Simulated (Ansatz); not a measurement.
Input file:

```yaml
crystal:
  periodic: [false, false, false]
  atoms:
    - {symbol: C, position_ang: [0.000000, 0.000000, 1.372720]}
    - {symbol: P, position_ang: [0.000000, 0.000000, -0.052240]}
    - {symbol: H, position_ang: [0.000000, 0.000000, -1.320479]}
basis:
  gaussian: {orbitals: 6-31G}
magnetization: {spin_polarized: false}
correlation: {method: ccsdt_q_b, electrons: valence, diis_vectors: 12}
accuracy: high
```

```sh
$ ansatz run in.yaml --threads 1 --pin off --events-out ev --progress --plain --max-ram 2393MiB
```

Question: Roughly how long does this take on 1 thread of Arm Neoverse V2, shared host, and how much host memory?

Answer: 1.1 s wall and 0.1 GiB.

```
512 factors; integrals over basis functions are off by at most 3.4e-9 eV
mean field evaluation 1: about -10307.6242 eV, gradient 2.1e1 eV
mean field evaluation 2: about -10307.6314 eV, gradient 2.1e1 eV
mean field evaluation 4: about -10309.1564 eV, gradient 2.0e0 eV
mean field evaluation 8: about -10309.2092 eV, gradient 3.0e-4 eV
mean field evaluation 16: about -10309.1475 eV, gradient 2.0e0 eV
mean field -10309.20920640 eV, -378.8564505022 hartree, gradient 1.3e-8 eV, S^2 0.000000; 0 other end points of the search recorded, 0 dependent functions left out
6 core orbitals not correlated: weight in the atoms' cores, before any rotation towards them, 1.000 or more for the frozen orbitals, at most 0.000 for the correlated occupied ones
reference -10309.20920640 eV, -378.8564505022 hartree; 5, 5 occupied and 13, 13 virtual orbitals, 512 factors
second order -4.18416075 eV of doubles, -0.00000000 eV of singles
cycle   1  -4.16486995 eV  change    1.9e-2 eV  update   1.2e-1
cycle   2  -4.52451383 eV  change   -3.6e-1 eV  update   6.5e-2
cycle   3  -4.77703919 eV  change   -2.5e-1 eV  update   2.8e-2
cycle   4  -4.78348485 eV  change   -6.4e-3 eV  update   1.2e-2
cycle   5  -4.77753080 eV  change    6.0e-3 eV  update   6.2e-3
cycle   6  -4.78361388 eV  change   -6.1e-3 eV  update   2.5e-3
cycle   7  -4.78218463 eV  change    1.4e-3 eV  update   1.0e-3
cycle   8  -4.78079380 eV  change    1.4e-3 eV  update   4.5e-4
cycle   9  -4.78132330 eV  change   -5.3e-4 eV  update   2.0e-4
cycle  10  -4.78137684 eV  change   -5.4e-5 eV  update   6.2e-5
cycle  11  -4.78138364 eV  change   -6.8e-6 eV  update   2.3e-5
cycle  12  -4.78137625 eV  change    7.4e-6 eV  update   8.5e-6
cycle  13  -4.78138208 eV  change   -5.8e-6 eV  update   3.3e-6
cycle  14  -4.78138060 eV  change    1.5e-6 eV  update   1.1e-6
cycle  15  -4.78138050 eV  change    1.1e-7 eV  update   3.9e-7
cycle  16  -4.78138049 eV  change    6.9e-9 eV  update   1.2e-7
cycle  17  -4.78138048 eV  change    1.2e-8 eV  update   5.0e-8
cycle  18  -4.78138015 eV  change    3.3e-7 eV  update   1.6e-7
cycle  19  -4.78138015 eV  change   -6.6e-9 eV  update   6.7e-8
cycle  20  -4.78138012 eV  change    3.0e-8 eV  update   2.1e-8
cycle  21  -4.78138012 eV  change   3.2e-10 eV  update   6.7e-9
cycle  22  -4.78138012 eV  change   -2.7e-9 eV  update   2.2e-9
cycle  23  -4.78138012 eV  change   5.2e-10 eV  update  7.7e-10
perturbative correction -0.01652097 eV, -0.0006071344 hartree
Total energy: -10314.00710749 eV, -379.0327701152 hartree
```
